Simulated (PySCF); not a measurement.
Nitrogen placed at different ring positions: thiophene 1N. All species are isolated molecules in the gas phase. Strings in code marks are SMILES.

Computed with PBE-D3(BJ)/def2-TZVP // PBE0-D4/def2-TZVP run with PySCF. 

```
species    dipole moment (D)  HOMO (eV)
---------  -----------------  ---------
`s1cccc1`               0.43      -5.86
`s1cncc1`               1.54      -6.32
`c1cnsc1`               2.27      -6.53
```
